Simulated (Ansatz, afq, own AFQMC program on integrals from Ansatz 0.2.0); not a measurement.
## Al2H4, singlet: AFQMC among the cluster methods

```tsv
atom	x (Å)	y (Å)	z (Å)
Al	0.0000	0.0000	1.8165
Al	0.0000	0.0000	-1.8165
H	0.0000	1.3533	2.6603
H	0.0000	-1.3533	2.6603
H	0.0000	1.3533	-2.6603
H	0.0000	-1.3533	-2.6603
```

Connectivity, by distances: AlH2 ··· AlH2.

Basis 6-31G. Noble-gas cores (and the filled d shells of Ga–Kr and In–Xe) are frozen. AFQMC by an in-house program on the Cholesky factors that Ansatz 0.2.0 writes for its CCSD(T) run. The CISD trial takes its coefficients from CCSD amplitudes. Released means that phaseless walkers are propagated on without the constraint, phases kept. ± is one standard error of the sampling.

Determinant: RHF, the one that the program's search chose, which needn't be the lowest solution. The geometry is a point of a scan.

No full CI on the walks' own integrals is used here; CCSDT(Q) serves as the reference and is uncertain by about the last step of the cluster series.

Cautions: higher spins were not checked; restricted determinant unstable towards unrestricted (UHF 67 meV lower, ⟨S²⟩ 0.33).

```
T1 diagnostic                               : 0.0134
weight of the determinant in the CISD state : 0.879
size of the correlated space                : 10 electrons in 24 orbitals
```

Reference: CCSDT(Q), correlation energy -3.131 eV. The released energy is read at 2.40 1/Eh (meV from the phaseless value at times in 1/Eh: -1 ± 7 at 0.24, -3 ± 6 at 0.51, 6 ± 5 at 0.99, -4 ± 5 at 1.62, -2 ± 5 at 2.40).

```
         level  E − E(reference) (kJ/mol)  share of correlation (%)
            HF                      302.1                      0.00
           MP2                      100.0                     66.91
          CCSD                        9.8                     96.77
       CCSD(T)                        3.4                     98.86
         CCSDT                        0.4                     99.86
 ph-AFQMC/CISD                  0.8 ± 0.5                     99.73
released AFQMC                  0.6 ± 0.5                     99.79
```

A walk keeps the symmetry of its determinant, which the program's search chose and which needn't be the lowest solution, so a lower state of the same spin and another symmetry isn't excluded. Released energies are given only where the last usable release times agree within the noise; a slower fall can still hide under it.
